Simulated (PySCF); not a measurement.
Method: B3LYP-D3(BJ)/def2-TZVP // PBE0-D4/def2-TZVP (PySCF 2.14.0). Gas-phase values, no solvent. B3LYP has the VWN-RPA correlation part, as in Gaussian. 

Reference species (SMILES): `N#N` (neutral, multiplicity 1).

```yaml
adiabatic ionisation energy (no zero-point term): 15.82 eV
hole reorganisation energy (four-point): 0.024 eV
```

Changed species: `[C-]#[S+]`.

Question: Give the shifts of the adiabatic ionisation energy (no zero-point term) and hole reorganisation energy (four-point).

Answer: the adiabatic ionisation energy (no zero-point term) falls by 4.41 eV, to 11.41 eV; the hole reorganisation energy (four-point) rises by 0.105 eV, to 0.129 eV.
